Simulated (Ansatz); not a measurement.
A displaced shape of singlet H3O(+):

```xyz
4

O     0.0307    0.0196    0.0403
H     0.8961    0.0111   -0.2122
H    -0.4661    0.8628   -0.2169
H    -0.4427   -0.8088   -0.2387
```

It was optimised with PBE0/def2-SVP in Ansatz (development build ahead of 0.2.0) to forces under 0.001 eV/Å, with restricted orbitals. Each step stands on the lowest determinant of that kind that the program's search found.

Task: What shape does it relax to, and how does the optimisation go?

Result:

```xyz
4

O     0.0033    0.0185    0.0478
H     0.9478    0.0234   -0.2194
H    -0.4677    0.8379   -0.2175
H    -0.4654   -0.7952   -0.2385
```

Bond lengths: O1–H2 0.982 Å, O1–H3 0.982 Å, O1–H4 0.982 Å. Angles: H2–O1–H3 112.6°, H2–O1–H4 112.6°, H3–O1–H4 112.6°.

```json
{"step": "1", "E − E(start) (eV)": "0.0000", "largest force (eV/Å)": "5.7060"}
{"step": "2", "E − E(start) (eV)": "-0.1997", "largest force (eV/Å)": "1.0605"}
{"step": "3", "E − E(start) (eV)": "-0.2086", "largest force (eV/Å)": "0.1340"}
{"step": "4", "E − E(start) (eV)": "-0.2090", "largest force (eV/Å)": "0.0395"}
{"step": "5", "E − E(start) (eV)": "-0.2090", "largest force (eV/Å)": "0.0183"}
{"step": "6", "E − E(start) (eV)": "-0.2090", "largest force (eV/Å)": "0.0049"}
{"step": "7", "E − E(start) (eV)": "-0.2091", "largest force (eV/Å)": "0.0009"}
```

The optimisation ended after 7 steps with its threshold met.
